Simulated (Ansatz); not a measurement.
Isomers

Structures of SiH5SO (charge +1), singlet, relaxed at PBE0-D4/def2-TZVP (vibrations not checked; lower isomers may exist, and structures with a doubtful reference or unclear bonds are left out). Ansatz 0.2.0; basis: def2-TZVPP; cores frozen in the correlated methods. B3LYP uses VWN-RPA correlation.

Q: Rank them by CCSD(T) energy, lowest first, and give each one's height above the lowest. Links in brackets join atoms within 1.22 times the sum of their covalent radii (1.1 for two metals). (An estimate is asked for; the value comes from the calculation.)
A.
SiH₅SO ([OH][SiH2][SH2]), total charge +1
```
8
angstrom
Si -0.0467 0.1521 -0.2482
O 1.4462 0.3321 -0.7964
S 0.2928 -0.9513 1.7797
H -0.7973 -0.8424 -1.0244
H -0.7634 1.3421 0.2418
H -0.9758 -1.3747 1.9753
H 1.9856 1.1204 -0.6900
H 0.7034 -2.1248 1.2509
```
B.
SiH₅SO ([SiH3][O][SH2]), total charge +1
```
8
angstrom
Si -1.1894 0.2073 -0.2112
O 0.4361 -0.2699 0.2737
S 0.8901 -1.6624 0.7827
H -1.0267 0.5925 -1.6214
H -1.9885 -1.0178 -0.0010
H -1.5097 1.3087 0.7095
H 2.0057 -1.8766 0.0325
H 1.6251 -1.3251 1.8778
```
C.
SiH₅SO ([SiH3][OH][SH]), total charge +1
```
8
angstrom
Si -0.7255 0.6279 -0.6556
O 0.6430 0.0378 0.3787
S 0.4449 -1.2535 1.5075
H -1.0066 -0.5593 -1.4747
H -0.0438 1.7479 -1.3260
H -1.7598 0.9906 0.3242
H 1.4310 0.5796 0.5451
H 1.0169 -2.1711 0.7009
```

A: By the calculation: A (0.00 kcal/mol), B (49.53 kcal/mol), C (52.10 kcal/mol). Heights count from the lowest.

Q: Do PBE-D4, r2SCAN-D4, PBE0-D4, B3LYP-D4, wB97M-V, HF, MP2 give the same order? (A judgement: the text doesn't fix the answer.)

A: Computed: All do.

T1 diagnostic: at most 0.013.

For scale, one of the runs: CCSD(T)/def2-TZVPP, 185 basis functions, launched by `ansatz run in.yaml --threads 2 --pin off --events-out ev --progress --plain --max-ram 4352MiB`. Hardware: 2 CPU threads of an Arm Neoverse V1, shared host. Wall time 43 s; peak host memory 1.7 GiB.
